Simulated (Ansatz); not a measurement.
System: bcc Ta. Method: PBEsol (Ansatz, a program for electronic structure, plane waves, PAW).

A relaxed, unreconstructed slab of the (310) face has 10 atoms, two equal faces of 17.032 Å² each and an energy of -98058.9447 eV. A bulk cell of 10 atoms with the same orientation and in-plane k mesh has -98064.9967 eV. Energies are extrapolated to zero smearing.

Run with plane-wave cutoff 500 eV, 18×18×1 k mesh (along the axes of the cell as run), Fermi–Dirac smearing 0.1 eV, scalar-relativistic PAW data made under PBE.

Worked out: γ = (E_slab − N E_bulk per atom)/2A = [-98058.9447 − 10 × (-98064.9967/10)]/(2 × 17.032) = 0.1777 eV/Å². With 16.022 J/m² per eV/Å² this is 2.85 J/m², or 3.03 eV per surface cell and face.
